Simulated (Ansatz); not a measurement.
Two shapes of singlet CH₂.

Shape 1:

```xyz
3

C     0.0000    0.0000   -0.1796
H     0.0000    0.8619    0.5389
H     0.0000   -0.8619    0.5389
```

Shape 2:

```xyz
3

C     0.0000    0.0000   -0.1940
H     0.0000    0.9308    0.5820
H     0.0000   -0.9308    0.5820
```

Basis set: cc-pVTZ (spherical functions). Correlated methods keep 1 orbital frozen. Charge 0, multiplicity 1.

Computed with Ansatz (development build ahead of 0.2.0); each method stands on the lowest determinant of its kind that the runs found.

Task: Which shape is lower in energy, and by how much in each method?

Result:

| method | E(2) − E(1) (eV) |
| --- | --- |
| RHF | 0.332 |
| RHF-MP2 | 0.280 |

Shape 1 is lower. Caution: in another basis set an unrestricted determinant lies well below; another spin multiplicity may lie lower.
